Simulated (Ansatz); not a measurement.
Total energies of `[CH2-]S(C)=O`.

```json
{"atom": "C1", "x (Å)": "0.362", "y (Å)": "-0.975", "z (Å)": "-1.085"}
{"atom": "S2", "x (Å)": "-0.423", "y (Å)": "0.467", "z (Å)": "-0.702"}
{"atom": "C3", "x (Å)": "-0.496", "y (Å)": "0.265", "z (Å)": "1.098"}
{"atom": "O4", "x (Å)": "0.362", "y (Å)": "1.769", "z (Å)": "-0.809"}
{"atom": "H5", "x (Å)": "1.377", "y (Å)": "-1.058", "z (Å)": "-0.678"}
{"atom": "H6", "x (Å)": "0.306", "y (Å)": "-1.168", "z (Å)": "-2.158"}
{"atom": "H7", "x (Å)": "-1.131", "y (Å)": "-0.584", "z (Å)": "1.350"}
{"atom": "H8", "x (Å)": "-0.881", "y (Å)": "1.191", "z (Å)": "1.533"}
{"atom": "H9", "x (Å)": "0.525", "y (Å)": "0.092", "z (Å)": "1.452"}
```

Total charge -1; spin multiplicity 1. All single points use the PBE0-D4/def2-TZVPD geometry. Basis def2-TZVPPD, Ansatz.

RPA on PBE orbitals: Hartree–Fock energy of these orbitals -550.97598 Eh, correlation -1.29604 Eh (frozen core).

| functional | energy without D4 (Eh) | D4 term (kJ/mol) |
| --- | --- | --- |
| LDA (SPW92) | -550.03609 | – |
| PBE-QIDH | -552.25278 | – |

(1) Give the same for PBE, revPBE, BLYP, r2SCAN, B97M-V, PBE0, B3LYP, r2SCANh, r2SCAN0, HSE06 (plane-wave form), BHLYP, CAM-B3LYP, LC-ωPBE, ωB97X-V, ωB97M-V, B2PLYP. (Estimate.)

B3LYP takes the VWN-RPA correlation (the form of Gaussian; ORCA's B3LYP/G). HSE06 is the plane-wave form, built on full-range PBE exchange. The double hybrids freeze the cores in their second-order part.

## Answers

(1) Computed: 
| functional | energy without D4 (Eh) | D4 term (kJ/mol) |
| --- | --- | --- |
| PBE | -552.32690 | -19.9 |
| revPBE | -552.56372 | -67.5 |
| BLYP | -552.62443 | -45.1 |
| r2SCAN | -552.56768 | -4.8 |
| B97M-V | -552.55626 | – |
| PBE0 | -552.36070 | -16.5 |
| B3LYP | -552.70150 | -32.1 |
| r2SCANh | -552.55536 | -5.0 |
| r2SCAN0 | -552.53811 | -5.5 |
| HSE06 (plane-wave form) | -552.34516 | -15.3 |
| BHLYP | -552.57414 | -22.8 |
| CAM-B3LYP | -552.61760 | -16.5 |
| LC-ωPBE | -552.46864 | – |
| ωB97X-V | -552.56538 | – |
| ωB97M-V | -552.58801 | – |
| B2PLYP | -552.42791 | – |

LC-ωPBE has ω = 0.4 bohr⁻¹.
